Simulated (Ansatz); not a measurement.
α-phase Ga, treated with RPBE in Ansatz (plane waves, PAW).

Run with plane-wave cutoff 520 eV, 14×14×12 k mesh (along the axes of the cell as run), Fermi–Dirac smearing 0.05 eV, scalar-relativistic PAW data made under PBE.

Equation-of-state points:

| V (Å³/atom) | E − E_lowest (meV/atom) | P (GPa) |
|---|---|---|
| 20.268 | 4.86 | 1.924 |
| 20.690 | 1.17 | 0.902 |
| 21.112 | 0.00 | 0.002 |
| 21.535 | 1.06 | -0.790 |
| 21.957 | 4.07 | -1.485 |

Question: Estimate the bulk modulus and its pressure derivative from these points.

Answer: V0 = 21.113 Å³/atom, B0 = 42.1 GPa, B′ = 5.4 (fit to the energies at full precision).

Shape and atoms are relaxed at each volume.

Note: the bulk modulus comes from volumes at which shape and atoms were relaxed.

Cost on a shared machine: very roughly 17 core-minutes.

Ansatz is a quantum-chemistry and plane-wave program.
